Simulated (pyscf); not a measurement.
Optimised with ωB97X-D3(BJ)/def2-SVP in PySCF.

Q: `[CH2]=[C]([CH3])[Br]` → `[CH2]=[C]=[CH2]` + `[BrH]`
Surface: singlet. Broken: C–H, Br–C. Formed: Br–H. Give ΔE‡ and ΔE from r²SCAN/def2-TZVP, relative to the reactant's lowest minimum found.

A: ΔE‡ = 59.5 kcal/mol, ΔE = +32.9 kcal/mol. CCSD(T)/def2-TZVPP + ΔMP2(QZVPP) gives 69.3 kcal/mol and +33.1 kcal/mol. Zero-point energy shifts the barrier by -5.3 kcal/mol. It is an elimination, with an imaginary mode of 1375i cm⁻¹. On the reactant side the descent ends in a point that may be a rotor saddle (no frequency run), 2.5 kcal/mol over the lowest minimum found and 66.6 kcal/mol under the saddle at ωB97X-D3(BJ)/def2-TZVP. This is the saddle that the search found; another between the same sides may lie lower. The CCSD(T) − MP2 part came from Ansatz, without density fitting, on the same reference. The frozen core leaves the outer d or s,p core shells of the metals and heavy elements correlated in the MP2 and CC values, and def2-TZVPP describes them poorly, which can shift differences by a few kcal/mol. Elements up to Kr have no core potential and no relativistic terms here.
